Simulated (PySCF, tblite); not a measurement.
**A complex of PH2F and dimethyl ether**

A gas-phase complex of PH2F and dimethyl ether; neutral, singlet. The structure comes from a short search (6 tight-binding starts) and was relaxed by PBE0-D3(BJ)/def2-SVPD; another way of binding may lie lower. No frequency run checks that it is a minimum.

| part | name | SMILES | atoms | charge | multiplicity |
| --- | --- | --- | --- | --- | --- |
| 1 | PH2F | FP | 1–4 | 0 | 1 |
| 2 | dimethyl ether | COC | 5–13 | 0 | 1 |

Coordinates in Å:
```
F1      1.204    0.429    0.680
P2     -0.300   -0.185    0.388
H3      0.094   -0.987   -0.737
H4     -0.767    0.868   -0.458
C5      0.336    2.809    2.661
O6     -0.755    2.214    2.017
C7     -1.899    2.145    2.816
H8      0.119    3.860    2.927
H9      0.604    2.262    3.583
H10     1.187    2.776    1.971
H11    -2.683    1.642    2.238
H12    -1.712    1.566    3.739
H13    -2.253    3.153    3.101
```

```json
{"contact": "H3–P2···O6", "kind (by geometry)": "pnictogen bond", "distance (Å)": "2.935", "angle (°)": "159"}
```

Interaction energies are complex less parts, with the parts frozen as they stand in it; counterpoise-corrected, in kcal/mol (PySCF).

Question: How strongly do the parts interact, level by level?

Answer: 
| level | interaction | superposition error removed |
| --- | --- | --- |
| wB97M-D3(BJ)/def2-SVPD | -3.09 | -1.28 |
| PBE0-D3(BJ)/def2-SVPD | -3.10 | -1.20 |

Question: What holds them together? Decompose the wB97M-D3(BJ)/def2-SVPD energy: frozen parts, their antisymmetrised product, then relaxation.

Answer: electrostatic -5.8, Pauli repulsion +6.4, orbital relaxation -3.2, dispersion correction -1.7 kcal/mol, which sum to the value before the counterpoise correction; the Pauli term holds the exchange-correlation of the frozen density too. Of the attraction, 54 % is electrostatic, 30 % is orbital relaxation, 16 % is dispersion correction, though superposition error inflates the orbital part.

The orbital term holds the superposition error of 1.3 kcal/mol.

The parts were also relaxed and run alone, at the levels used for the complex: shieldings by PBE0/pcSseg-2; core levels by delta-SCF with SCAN, pcX-2 on the ionised atom and pcseg-1 elsewhere, spin-free X2C (2p3/2 is the spin-free 2p value less a third of a first-order spin-orbit splitting).

Question: How do these values change when the complex forms?

Answer: 
```tsv
property	alone	in the complex	change
H3–P2 bond (Å)	1.432	1.437	+0.004
shielding of P2 (ppm)	193.0	191.8	-1.3
shielding of O6 (ppm)	331.6	323.6	-8.0
shielding of H3 (ppm)	23.82	23.97	+0.15
F1 1s core level (eV)	692.61	692.02	-0.59
P2 2p3/2 core level (eV)	138.73	138.00	-0.73
O6 1s core level (eV)	538.54	538.51	-0.03
```

The core-hole state of P2 is spin-contaminated (⟨S²⟩ 0.81 against 0.75 for a pure doublet), so that value and differences from it are less sure.
